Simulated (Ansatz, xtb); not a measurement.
# Isomers of C4H3FS in order of energy

3 gas-phase structures of C4H3FS, from a drawn sample of its isomers (lower ones may exist). Each was relaxed with GFN2-xTB; where two conformers were screened, the lower at r2SCAN-D4/def2-SVP//GFN2-xTB is listed:

A. `C=CC(F)=C=S`, a singlet
B. `Fc1ccsc1`, a singlet
C. `F/C=C/C=C=S`, a singlet

**Question.** Make a reasoned guess at their ranking by r2SCAN-D4/def2-SVP//GFN2-xTB single-point energy.

**Answer.** Calculated order at r2SCAN-D4/def2-SVP//GFN2-xTB: B (0.0), C (140.7), A (174.6) kJ/mol.

Energies above the lowest of each column, in kJ/mol; the last columns are at r2SCAN-D4/def2-SVP geometries:

```csv
structure,GFN2-xTB,HF/STO-3G,r2SCAN-D4/def2-SVP//GFN2-xTB,r2SCAN-D4/def2-SVP,CCSD(T)/def2-SVP + ΔMP2/def2-TZVPP
B,0.0,0.0,0.0,0.0,0.0
C,149.9,254.6,140.7,140.5,145.6
A,187.0,280.2,174.6,174.0,173.3
```

Every level run on B puts it lowest or level with the lowest. Flexible structures stand in one conformer each, not always the lowest. The ΔMP2 step shifts differences by up to 16.9 kJ/mol, which makes them less sure. ΔMP2 is the change of the MP2 energy from the smaller to the larger basis.

Programs: Ansatz 0.2.0, xtb 6.7.1.
